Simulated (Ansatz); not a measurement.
The input, for Ansatz 0.2.0:

```yaml
crystal:
  periodic: [false, false, false]
  atoms:
    - {symbol: Ga, position_ang: [0.000000, 0.044003, 0.000000]}
    - {symbol: H, position_ang: [0.000000, -3.556087, 0.000000]}
    - {symbol: H, position_ang: [0.000000, 0.256100, -2.652694]}
    - {symbol: H, position_ang: [0.000000, 0.256100, 2.652694]}
basis:
  gaussian: {orbitals: aug-cc-pVDZ}
total_charge: 1
magnetization: {spin_polarized: false, initial_magnetization: 1}
correlation: {method: ccsdt_q, electrons: outside_noble_gas}
```

```sh
$ ansatz run in.yaml --threads 1 --pin off --events-out ev --progress --plain --max-ram 2393MiB
```

**Question.** Roughly how long does this take on 1 thread of Arm Neoverse V2, shared host, and how much host memory?

**Answer.** 52 s wall and 0.36 GiB.

```
1141 factors; integrals over basis functions are off by at most 2.4e-7 eV
mean field evaluation 1: about -52362.0575 eV, gradient 7.2e0 eV
mean field evaluation 2: about -52362.0575 eV, gradient 7.2e0 eV
mean field evaluation 4: about -52364.1509 eV, gradient 2.9e0 eV
mean field evaluation 8: about -52364.4618 eV, gradient 3.7e-1 eV
mean field evaluation 16: about -52364.1966 eV, gradient 3.7e0 eV
mean field evaluation 32: about -52359.2095 eV, gradient 3.4e0 eV
mean field evaluation 64: about -52360.2578 eV, gradient 4.4e-2 eV
mean field -52364.46731920 eV, -1924.3586800700 hartree, gradient 2.6e-6 eV, S^2 0.750000; 1 other end points of the search recorded, 0 dependent functions left out
mean field evaluation 96: about -52365.0076 eV, gradient 3.4e0 eV
mean field evaluation 128: about -52364.4675 eV, gradient 2.2e-4 eV
mean field evaluation 160: about -52367.9600 eV, gradient 1.0e-6 eV
...
cycle  17  -4.77085218 eV  change    3.2e-5 eV  update   1.4e-5
cycle  18  -4.77086526 eV  change   -1.3e-5 eV  update   9.7e-6
cycle  19  -4.77086115 eV  change    4.1e-6 eV  update   5.5e-6
cycle  20  -4.77086258 eV  change   -1.4e-6 eV  update   2.4e-6
cycle  21  -4.77086393 eV  change   -1.3e-6 eV  update   1.0e-6
cycle  22  -4.77086227 eV  change    1.7e-6 eV  update   5.1e-7
cycle  23  -4.77086140 eV  change    8.8e-7 eV  update   2.5e-7
cycle  24  -4.77086222 eV  change   -8.2e-7 eV  update   1.9e-7
cycle  25  -4.77086179 eV  change    4.3e-7 eV  update   1.3e-7
cycle  26  -4.77086179 eV  change    2.4e-9 eV  update   7.0e-8
perturbative correction 0.04913207 eV, 0.0018055704 hartree
WARN: these amplitudes may be one of several solutions (largest doubles amplitude 0.84, level shift 4.31 eV)
Total energy: -52369.18904892 eV, -1924.5322004365 hartree
```

For the same geometry and basis full CI lies 19.7 meV lower.
